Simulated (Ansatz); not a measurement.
# C3H4O: one species, many methods

One table from this session's results is given with a row withheld; the runs are named, their logs left out.

The runs use Ansatz 0.2.0, Gaussian basis; functionals in def2-TZVPP, the program's frozen cores in correlated methods.

Plan: LDA (SPW92), PBE-D4, revPBE-D4, BLYP-D4, r2SCAN-D4, B97M-V, PBE0-D4, B3LYP-D4, r2SCANh-D4, r2SCAN0-D4, HSE06-D4, BHLYP-D4, CAM-B3LYP-D4, LC-ωPBE, ωB97X-V, ωB97M-V, B2PLYP, PBE-QIDH; CCSD(T)/def2-SVP; CCSD(T)/def2-TZVPP; MP2/def2-QZVPP; extrapolation to the limit; RPA on PBE.

1 further run of the same task is left out (it didn't finish).

## Structure used throughout

An earlier PBE0-D4 in a triple-zeta def2 set relaxation fixed the geometry.

SMILES `C=C1CO1`, 8 atoms, charge 0, spin multiplicity 1.

Atoms are counted from 1 here; the program's logs count them from 0.

Bond lengths: C1–C2 1.314 Å, C1–H5 1.082 Å, C1–H6 1.080 Å, C2–C3 1.429 Å, C2–O4 1.345 Å, C3–O4 1.464 Å, C3–H7 1.086 Å, C3–H8 1.086 Å. Angles: C2–C1–H5 120.9°, C2–C1–H6 119.8°, H5–C1–H6 119.4°, C1–C2–C3 156.7°, C1–C2–O4 139.7°, C3–C2–O4 63.6°, C2–C3–O4 55.4°, C2–C3–H7 120.2°, C2–C3–H8 120.2°, O4–C3–H7 114.3°, O4–C3–H8 114.3°, H7–C3–H8 116.5°, C2–O4–C3 61.0°.

Set-up of the first run:

The input, in.yaml:

```yaml
crystal:
  periodic: [false, false, false]
  atoms:
    - {symbol: C, position_ang: [-0.815632, 1.093645, -0.384789]}
    - {symbol: C, position_ang: [-0.048554, 0.040636, -0.213772]}
    - {symbol: C, position_ang: [0.721746, -0.917102, 0.514733]}
    - {symbol: O, position_ang: [0.543675, -0.925369, -0.938717]}
    - {symbol: H, position_ang: [-1.146373, 1.384633, -1.372978]}
    - {symbol: H, position_ang: [-1.121675, 1.678575, 0.470386]}
    - {symbol: H, position_ang: [1.729272, -0.675304, 0.839831]}
    - {symbol: H, position_ang: [0.229742, -1.736912, 1.029606]}
basis:
  gaussian: {orbitals: def2-TZVPP}
hamiltonian: {xc: lda}
output: {orbitals: {seedname: orbitals}}
```

Command:

```
> ansatz run in.yaml --threads 2 --pin off --events-out ev --progress --plain --max-ram 4352MiB
```

Among the steps run: LDA; PBE-D4 (GGA); revPBE-D4 (GGA); BLYP-D4 (GGA); r2SCAN-D4 (meta-GGA); B97M-V (meta-GGA); PBE0-D4 (hybrid); B3LYP-D4 (hybrid); r2SCANh-D4 (hybrid); r2SCAN0-D4 (hybrid); HSE06-D4 (hybrid); BHLYP-D4 (hybrid); CAM-B3LYP-D4 (range-separated); LC-ωPBE (range-separated); ωB97X-V (range-separated); ωB97M-V (range-separated); B2PLYP (double hybrid); PBE-QIDH (double hybrid).

One of the session's tables, all rows but one given; the rest of the session is left out.

It belongs to the step «Frontier levels by functional». 

```
  functional  HOMO (eV)  LUMO (eV)  gap (eV)
 LDA (SPW92)      -5.98      -0.53      5.45
      PBE-D4      -5.79      -0.29      5.49
   revPBE-D4      -5.72      -0.21      5.51
     BLYP-D4      -5.65      -0.19      5.46
   r2SCAN-D4      -6.02      -0.02      6.00
      B97M-V      -6.05       0.04      6.09
     PBE0-D4      -7.04       0.73      7.77
    B3LYP-D4      -6.81       0.46      7.27
  r2SCANh-D4      -6.49       0.35      6.84
  r2SCAN0-D4      -7.20       0.90      8.09
    HSE06-D4      -6.64       0.34      6.98
    BHLYP-D4      -8.15       1.82      9.97
CAM-B3LYP-D4      -8.40       1.85     10.25
     LC-ωPBE      -9.76       3.05     12.82
     ωB97X-V          ?          ?         ?
     ωB97M-V      -9.30       2.85     12.15
```

Estimate the missing values for ωB97X-V.

The run gave: HOMO (eV): -9.38; LUMO (eV): 2.99; gap (eV): 12.37. In the column «HOMO (eV)» it lies between LC-ωPBE (-9.76) and ωB97M-V (-9.30).
